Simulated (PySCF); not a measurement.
# Level of theory and gas-phase deprotonation enthalpies: dimethyl sulfone

Structure: `CS(C)(=O)=O` (C2H6O2S). Non-hydrogen atoms are numbered in `[CH3:1][S:2]([CH3:3])(=[O:4])=[O:5]`.

All levels share the PBE0-D3(BJ)/ma-def2-SVP structures and the PBE0-D3(BJ)/ma-def2-SVP thermal terms; only the single-point energies (PySCF) change. Values are gas-phase deprotonation enthalpies (298 K, kJ/mol).

Measured (NIST Chemistry WebBook): deprotonation enthalpy (ΔH) 1532 kJ/mol.

```csv
level,C1
M06-2X/ma-def2-TZVP (grid 3),1531
CAM-B3LYP-D3(BJ)/ma-def2-TZVP,1536
PBE0-D3(BJ)/6-311+G**,1542
PBE0-D3(BJ)/ma-def2-TZVP,1545
PBE0-D3(BJ)/6-31G,1549
OPBE/ma-def2-TZVP,1560
PBE0-D3(BJ)/def2-SVP,1580
PBE0-D3(BJ)/6-31G*,1595
```

The spread: 65 kJ/mol, from 1531 to 1595.

Bases without diffuse functions serve anions poorly.

Differences come from unrounded values, so a last digit can differ from that of the printed terms.
